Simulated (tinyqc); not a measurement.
RKS/exchange-only LDA in the sto-6g basis, for HF, spin multiplicity 1, step by step. One step of it, computed by the program tinyqc.

Question. Iteration 2: DIIS coefficients. Solve [B -1; -1 0][c; lambda] = [0; -1] for the coefficients, which sum to one.

B (overlaps of the stored error matrices):
```
                1               2
1   1.0279905e+00  -4.9477682e-01
2  -4.9477682e-01   6.2141682e-01
```

Give: DIIS coefficients.

Answer.

DIIS coefficients: 0.423  0.577
